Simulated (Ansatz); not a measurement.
A made-up structure of C$_{2}$H$_{4}$N (charge -1), closed shell:

```xyz
7
angstrom
C -1.2261 -0.2064 -0.8424
N 0.7452 0.1959 0.3014
C -0.6046 -0.3335 0.2772
H -2.2493 -0.6594 -0.7065
H 1.4103 -0.5395 0.5405
H 0.8335 0.9090 1.0254
H 1.0088 0.6015 -0.5966
```

It is relaxed with PBE-D4/def2-SVPD and then PBE0-D4/def2-TZVPD (Ansatz 0.2.0). Atoms count as bonded within 1.22 times the sum of their covalent radii (H–H: 0.88 Å). The end point is not checked to be a true minimum.

Problem. Does its bonding change? (Judge from chemistry; the calculation decides.)

Solution. Computed: No: no bond forms or breaks.

Where it ends: The first stage lowers the energy by 0.37 eV in 8 steps. It ends as C₂H₄N ([CH][C][NH3]), total charge -1:
C1  (-1.232, -0.235, -0.761)
N2  (0.802, 0.207, 0.336)
C3  (-0.705, -0.424, 0.426)
H4  (-2.257, -0.596, -0.905)
H5  (1.505, -0.510, 0.525)
H6  (0.919, 0.960, 1.016)
H7  (0.886, 0.566, -0.637)
(Å)

Labels in which every atom is bracketed show which atoms are joined, not bond orders.

For scale, one of the runs: PBE0-D4/def2-TZVPD relaxation, 147 basis functions, launched by `ansatz run in.yaml --threads 2 --pin off --events-out ev --progress --plain --max-ram 4352MiB`. Hardware: 2 CPU threads of an Arm Neoverse V1, shared host. Wall time about 18 s.
